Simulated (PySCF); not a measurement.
PySCF input file for C₂H₆O, SMILES C(C)O, PBE/pcJ-1. Geometry: B3LYP-D3(BJ)/def2-TZVP. Other conformers were not sampled.

```python
import numpy as np
from pyscf import gto, scf, dft
from pyscf.prop.ssc import rks as ssc

mol = gto.M(
    atom='''
    C    -1.20255991    0.14117739    0.24621325
    C     0.06880623   -0.43146337   -0.35703581
    O     1.23248893    0.30792346    0.00268043
    H    -2.07722294   -0.42030181   -0.09077428
    H    -1.32768327    1.18561938   -0.04325659
    H    -1.17600613    0.08948427    1.33832026
    H     0.18076553   -1.48658090   -0.07694548
    H     0.02635984   -0.38707721   -1.44618126
    H     1.31639749    0.29718442    0.96232922
    ''',
    basis='pcJ-1',
    charge=0,
    spin=0,
    max_memory=1600,
    verbose=3,
)
mf = dft.RKS(mol, xc='pbe')
mf.grids.level = 3
mf.conv_tol = 1e-10
mf.max_cycle = 100
mf.kernel()
j = ssc.SSC(mf)
j.with_fcsd = True
j.max_cycle_cphf = 80
j.conv_tol = 1e-7
e11 = j.kernel()
```

Output:

```
converged SCF energy = -154.851098752708
Reduced spin-spin coupling constant K (Hz)
               #0        #1        #2        #3        #4
        0 C    0.00000
        1 C   15.71473   0.00000
        2 O   -0.47617 -21.61782   0.00000
        3 H   14.89201   0.11152   1.05927   0.00000
        4 H   15.79525  -0.66225   0.12253  -0.40154   0.00000
        5 H   15.15638  -0.60632   0.42611  -0.42221  -0.34373
        6 H    0.22727  16.60687   0.50462   0.04469   0.43715
        7 H   -0.16171  17.47057   3.44673   0.07009   0.15281
        8 H    0.11692  -0.25039  13.98032  -0.03289  -0.01196
               #5        #6        #7        #8
        5 H    0.00000
        6 H    0.15888   0.00000
        7 H    0.45268  -0.33853   0.00000
        8 H    0.00540   0.04671   0.49700   0.00000
Spin-spin coupling constant J (Hz)
               #0        #1        #2        #3        #4
        0 C    0.00000
        1 C   31.01349   0.00000
        2 O    0.50673  23.00517   0.00000
        3 H  116.85634   0.87510  -4.48205   0.00000
        4 H  123.94402  -5.19660  -0.51844 -12.52789   0.00000
        5 H  118.93082  -4.75773  -1.80298 -13.17294 -10.72442
        6 H    1.78338 130.31273  -2.13518   1.39426  13.63903
        7 H   -1.26889 137.09007 -14.58398   2.18692   4.76772
        8 H    0.91745  -1.96480 -59.15425  -1.02612  -0.37320
               #5        #6        #7        #8
        5 H    0.00000
        6 H    4.95708   0.00000
        7 H   14.12370 -10.56206   0.00000
        8 H    0.16854   1.45726  15.50635   0.00000
```

The calculation finished and met its thresholds.

Cost: around 80 core-seconds (rough).
